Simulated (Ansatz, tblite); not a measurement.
**The cluster Sn₂H: a ladder of methods and basis sets**

An exercise on one series of results from a longer session: the logs are not shown, and one member is left open.

Program: Ansatz 0.2.0, Gaussian basis. Level of theory: as each input shows. These are calculated values, not measurements.

Levels to be run: GFN1-xTB, GFN2-xTB, PBE-D4/def2-TZVP, r2SCAN-D4/def2-TZVP, LDA/def2-TZVP, revPBE-D4/def2-TZVP, BLYP-D4/def2-TZVP, HSE06-D4/def2-TZVP, B97M-V/def2-TZVP, PBE-D4/def2-SVP, PBE0-D4/def2-SVP, PBE0-D4/def2-TZVPD, PBE-D4/def2-TZVPD, r2SCAN-D4/def2-TZVPD, CCSD(T)/def2-TZVPP, MP2/def2-TZVP, RPA/def2-TZVP, CCSD(T)/def2-TZVPD.

2 further runs of the same task are left out: 2 set aside as unsound or not needed.

## The structure

The geometry is that of the doublet, from an earlier relaxation (r2SCAN-D4/def2-TZVP). At that level it is the lowest of the isomers that a small search found.

3 atoms, charge 0, spin multiplicity 2.

Bond lengths: Sn1–Sn2 2.742 Å, Sn1–H3 1.973 Å, Sn2–H3 1.973 Å. Angles: Sn2–Sn1–H3 46.0°, Sn1–Sn2–H3 46.0°, Sn1–H3–Sn2 88.0°.

Sn takes a core potential in the def2 sets. No spin-orbit coupling is included.

PBE0-D4/def2-TZVP was run before; its log isn't repeated, and its numbers join the tables.

The first run:

Tight binding, by tblite at 300 K electronic temperature and without a spin-polarisation term:

```python
tblite.interface.Calculator('GFN1-xTB', numbers, positions, charge=0, uhf=1).singlepoint()
```

Tight binding, by tblite at 300 K electronic temperature and without a spin-polarisation term:

```python
tblite.interface.Calculator('GFN2-xTB', numbers, positions, charge=0, uhf=1).singlepoint()
```

start.molden holds the orbitals of an earlier run on this state, given as this run's starting guess.

File in.yaml:

```yaml
crystal:
  periodic: [false, false, false]
  atoms:
    - {symbol: Sn, position_ang: [-0.211827, -0.749560, 1.223221]}
    - {symbol: Sn, position_ang: [0.828506, 0.033274, -1.189882]}
    - {symbol: H, position_ang: [-0.616668, 0.716286, -0.033339]}
basis:
  gaussian: {orbitals: def2-TZVP, initial_orbitals: start.molden}
magnetization: {spin_polarized: true, initial_magnetization: 1}
hamiltonian: {xc: pbe, dispersion: d4}
scf: {omitted_lower_state_checks: [starts]}
output: {orbitals: {seedname: orbitals}}
```

Started as:

```
$ ansatz run in.yaml --threads 4 --pin off --events-out ev --progress --plain --max-ram 3916MiB
```

Among the steps run: PBE-D4/def2-TZVP; r2SCAN-D4/def2-TZVP; LDA/def2-TZVP; revPBE-D4/def2-TZVP; BLYP-D4/def2-TZVP; HSE06-D4/def2-TZVP; B97M-V/def2-TZVP; PBE-D4/def2-SVP; PBE0-D4/def2-SVP; PBE0-D4/def2-TZVPD; PBE-D4/def2-TZVPD; r2SCAN-D4/def2-TZVPD; CCSD(T)/def2-TZVPP; MP2/def2-TZVP; RPA/def2-TZVP; CCSD(T)/def2-TZVPD.

One table of the session follows, with a row left open; its other results are not shown here.

It belongs to the step «Levels side by side». 

| level | HOMO (eV) | LUMO (eV) | gap (eV) |
| --- | --- | --- | --- |
| LDA/def2-TZVP | -4.51 | -4.43 | 0.08 |
| PBE-D4/def2-SVP | -4.30 | -4.08 | 0.21 |
| PBE-D4/def2-TZVP | -4.32 | -4.09 | 0.23 |
| PBE-D4/def2-TZVPD | -4.35 | -4.11 | 0.24 |
| revPBE-D4/def2-TZVP | -4.26 | -3.96 | 0.30 |
| BLYP-D4/def2-TZVP | -4.17 | -4.04 | 0.13 |
| r2SCAN-D4/def2-TZVP | -4.51 | -3.86 | 0.65 |
| r2SCAN-D4/def2-TZVPD | -4.54 | -3.88 | 0.65 |
| B97M-V/def2-TZVP | -4.35 | -4.11 | 0.24 |
| PBE0-D4/def2-SVP | -5.11 | -3.34 | 1.77 |
| PBE0-D4/def2-TZVP | -5.11 | -3.33 | 1.79 |
| PBE0-D4/def2-TZVPD | -5.14 | -3.35 | 1.79 |
| HSE06-D4/def2-TZVP | ? | ? | ? |

Estimate the missing values for HSE06-D4/def2-TZVP.

The run gave: HOMO (eV): -4.74; LUMO (eV): -3.69; gap (eV): 1.05. In the column «HOMO (eV)» it lies between PBE0-D4/def2-TZVP (-5.11) and r2SCAN-D4/def2-TZVPD (-4.54).
